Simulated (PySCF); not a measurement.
trans-2-pentene, C₅H₁₀.
Atom-mapped SMILES: `[CH3:1]/[CH:2]=[CH:3]/[CH2:4][CH3:5]` (hydrogens: H6, H7, H8 on C1; H9 on C2; H10 on C3; H11, H12 on C4; H13, H14, H15 on C5)

Geometry (PBE0-D3(BJ)/def2-TZVP, Å), atoms numbered from 1 in this order:
```xyz
15
C5H10 angstrom
C      2.558   -0.137    0.090
C      1.179   -0.169   -0.474
C      0.071   -0.367    0.230
C     -1.313   -0.389   -0.328
C     -2.204    0.691    0.274
H      3.188   -0.912   -0.358
H      3.047    0.821   -0.115
H      2.549   -0.289    1.171
H      1.090   -0.020   -1.550
H      0.156   -0.511    1.308
H     -1.766   -1.370   -0.136
H     -1.269   -0.275   -1.416
H     -3.220    0.634   -0.124
H     -2.265    0.589    1.361
H     -1.809    1.686    0.057
```

Linear response at PBE0/aug-cc-pVTZ (PySCF, frozen core in the response, non-relativistic). The structure is a single PBE0-D3(BJ)/def2-TZVP conformer in the gas phase; no vibrational or solvent corrections.

Static isotropic polarisability: 66.41 au (9.84 Å³), principal values 54.0, 58.4, 86.8 au.

**Question.** What is the polarisability at 1064 nm and at the sodium D line?

**Answer.** 67.04 au at 1064 nm (+0.9 %), 68.54 au at 589.3 nm (+3.2 %). The rise at 589.3 nm is 3.40 times that at 1064 nm; a pure ω² law gives 3.26. The lowest singlet lies at 206 nm, shorter than both wavelengths.

**Question.** What is the isotropic C6 coefficient between two such molecules, C6 = (3/π)∫α(iω)² dω?

**Answer.** 1765 au (Eh·bohr⁶) by a ten-point quadrature over imaginary frequencies, which is 1050 eV·Å⁶ or 102 J·nm⁶/mol.

**Question.** Which effective excitation energy ω̄ makes London's formula C6 = (3/4)α²ω̄ exact here?

**Answer.** ω̄ = 4·C6/(3α²) = 0.534 Eh = 14.5 eV. A one-pole form α(ω) = α/(1 − ω²/ω̄²) fitted to the 1064 nm value gives 12.0 eV.

**Question.** How many electrons N does the Slater–Kirkwood formula C6 = (3/4)·√N·α^(3/2) need to give this C6?

**Answer.** N = (4·C6/3)²/α³ = 18.9; the species has 40 electrons in all.

**Question.** The lowest 10 singlets have (eV, f): 6.01, 0.016; 6.33, 0.003; 6.36, 0.041; 6.59, 0.023; 6.88, 0.219; 7.10, 0.052; 7.17, 0.011; 7.21, 0.007; 7.42, 0.016; 7.71, 0.015. What share of the static polarisability do they carry in the sum over states α = Σ f/ω²?

**Answer.** 6.36 au, 9.6 % of α; the largest term, 3.43 au, is that of the state at 6.88 eV. Their oscillator strengths add up to 0.40. Higher states carry the rest.

**Question.** What molar refraction at the D line follows from R = (4π/3)·N_A·α′, with α′ the polarisability volume?

**Answer.** α′ = 10.16 Å³ gives R = 25.62 cm³/mol, for isolated, non-vibrating species.
